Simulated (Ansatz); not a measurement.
**Rutile PbO2**

The numbers are results of PBEsol (Ansatz, an electronic-structure program, PAW), not measurements.

Run with plane-wave cutoff 500 eV, 10×8×1 k mesh (along the axes of the cell as run), Fermi–Dirac smearing 0.05 eV, scalar-relativistic PAW data made under PBE.

Cell: relaxed at this level.

```
Property                              Value
--------------------------------  ---------
surface energy of the (101) face  1.01 J/m²
```

The slab of 36 atoms is relaxed and unreconstructed.

Spin–orbit coupling is not included; it can shift volumes and moduli of such heavy elements.

Static lattice: no zero-point or thermal effects.

The result took roughly 2.9 core-hours.
